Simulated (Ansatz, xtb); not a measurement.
# Ranking isomers of C5H9N

5 gas-phase structures of C5H9N, from a drawn sample of its isomers (lower ones may exist). Each was relaxed with GFN2-xTB; where two conformers were screened, the lower at r2SCAN-D4/def2-SVP//GFN2-xTB is listed:

A. `C#CCCCN`, a singlet
B. `C#C[C@@H](N)CC`, a singlet
C. `C#C[C@@H](C)CN`, a singlet
D. `C#CC[C@@H](C)N`, a singlet
E. `C#CC(C)(C)N`, a singlet

Q: Make a reasoned guess at their ranking by r2SCAN-D4/def2-SVP//GFN2-xTB single-point energy.

A: Calculated order at r2SCAN-D4/def2-SVP//GFN2-xTB: E (0.0), D (0.4), C (2.4), B (2.4), A (3.8) kcal/mol. Less than 1 kcal/mol parts E and D; C and B, so the order within those pairs means little.

Energies above the lowest of each column, in kcal/mol; the last columns are at r2SCAN-D4/def2-SVP geometries:

```csv
structure,GFN2-xTB,HF/STO-3G,r2SCAN-D4/def2-SVP//GFN2-xTB,r2SCAN-D4/def2-SVP,CCSD(T)/def2-SVP + ΔMP2/def2-TZVPP
E,0.0,0.1,0.0,0.0,0.0
D,0.8,0.0,0.4,0.4,1.4
C,2.6,1.9,2.4,2.5,3.1
B,2.6,1.0,2.4,2.3,3.5
A,4.0,1.7,3.8,3.8,4.9
```

Every level run on E puts it lowest or level with the lowest. Flexible structures stand in one conformer each, not always the lowest. ΔMP2 is the change of the MP2 energy from the smaller to the larger basis.

Over these structures GFN2-xTB departs from r2SCAN-D4/def2-SVP//GFN2-xTB by 0.1 kcal/mol on average once a common shift is removed. A GFN2-xTB relaxation took about 0.066 s and the r2SCAN-D4/def2-SVP//GFN2-xTB energy about 1.4 s on a shared host (Ansatz 0.2.0, xtb 6.7.1).
